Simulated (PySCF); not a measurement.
# How the numerical set-up moves the result for NH⁻

The method stays; parts of the set-up, such as the basis or the Hamiltonian, are changed.

Computed with PySCF 2.14.0. Level: each script names its method and basis.

1 further run of the same task is left out (for a known fault of the program).

### Step 1. Where the work starts

NH⁻: 2 atoms, charge -1, spin multiplicity 2.

Bond lengths: H1–N2 1.075 Å.

### Step 2. Base script

input.py

```python
from pyscf import gto, scf, cc

mol = gto.M(
    atom='H 0 0 0; N 0 0 1.075',
    basis='cc-pvdz',
    charge=-1,
    spin=1,
    verbose=3,
)
mf = scf.ROHF(mol)
mf.kernel()
mycc = cc.CCSD(mf, frozen=1)
mycc.kernel()
e = mycc.eeccsd(nroots=4)[0]
print('roots (eV) =', (e*27.211386).round(3))
mf.dip_moment()
print('orbital energies (hartree):', mf.mo_energy[..., max(0, mol.nelec[1]-3):mol.nelec[0]+3].round(4))
```

Command:

```
$ OMP_NUM_THREADS=1 python input.py
```

The log of this run is left out.

It gives: E(SCF) = -54.858533 Eh, E(CCSD) − E(SCF) = -0.16007 Eh, excitation roots 0.000, 0.004, 0.012, 2.795 eV.

The bond length is a typed value, not an optimised one. The dipole of an ion depends on the origin.

### Step 3. 6-31g

Edit 1 changes basis set: cc-pvdz → 6-31g.

input.py

```python
from pyscf import gto, scf, cc

mol = gto.M(
    atom='H 0 0 0; N 0 0 1.075',
    basis='6-31g',
    charge=-1,
    spin=1,
    verbose=3,
)
mf = scf.ROHF(mol)
mf.kernel()
mycc = cc.CCSD(mf, frozen=1)
mycc.kernel()
e = mycc.eeccsd(nroots=4)[0]
print('roots (eV) =', (e*27.211386).round(3))
mf.dip_moment()
print('orbital energies (hartree):', mf.mo_energy[..., max(0, mol.nelec[1]-3):mol.nelec[0]+3].round(4))
```

Command:

```
$ OMP_NUM_THREADS=1 python input.py
```

### Step 4. Density fitting def2-universal-jkfit

Edit 2 changes density fitting: none → def2-universal-jkfit.

Edit input.py of step 2 so:

```diff
@@ -10,2 +10,3 @@
 mf = scf.ROHF(mol)
+mf = mf.density_fit(auxbasis='def2-universal-jkfit')
 mf.kernel()
```

### Step 5. Minao

Edit 3 changes basis set: cc-pvdz → minao.

Edit input.py of step 2 so:

```diff
@@ -4,3 +4,3 @@
     atom='H 0 0 0; N 0 0 1.075',
-    basis='cc-pvdz',
+    basis='minao',
     charge=-1,
```

### Step 6. Jorge-dzp-dkh (X2C on)

Edit 4 changes basis set: cc-pvdz → jorge-dzp-dkh; spin-free X2C: off → on.

Edit input.py of step 2 so:

```diff
@@ -4,3 +4,3 @@
     atom='H 0 0 0; N 0 0 1.075',
-    basis='cc-pvdz',
+    basis='jorge-dzp-dkh',
     charge=-1,
@@ -10,2 +10,3 @@
 mf = scf.ROHF(mol)
+mf = mf.sfx2c1e()
 mf.kernel()
```

Q: Predict the outcome of this session. Wanted: for each run, E(SCF); from base; after the SCF.

The runs gave:

| run | E(SCF) (hartree) | from base (eV) | functions | after the SCF |
| --- | --- | --- | --- | --- |
| base | -54.858533 | 0 | 19 | CCSD correlation -4.356 eV, core frozen, first root 0.01 eV |
| 6-31g | -54.846356 | +0.3313 | 11 | CCSD correlation -2.614 eV, core frozen, first root 1.00 eV |
| density fitting def2-universal-jkfit | -54.858520 | +0.0003 | 19 | CCSD correlation -4.356 eV, core frozen, first root 3.12 eV |
| minao | -54.771367 | +2.3719 | 6 | CCSD correlation -0.553 eV, core frozen, first root 5.00 eV |
| jorge-dzp-dkh (X2C on) | -54.909509 | not comparable | 20 | CCSD correlation -4.390 eV, core frozen, first root 0.02 eV |

In words: The largest comparable shift of the SCF energy, +2.372 eV, comes with the run “minao”. 6-31g (11 functions) gives an energy 0.33 eV higher than cc-pvdz (19). minao (6 functions) gives an energy 2.37 eV higher than cc-pvdz (19). The dearest run is “density fitting def2-universal-jkfit”, at 3.9 s against 1.3 s.
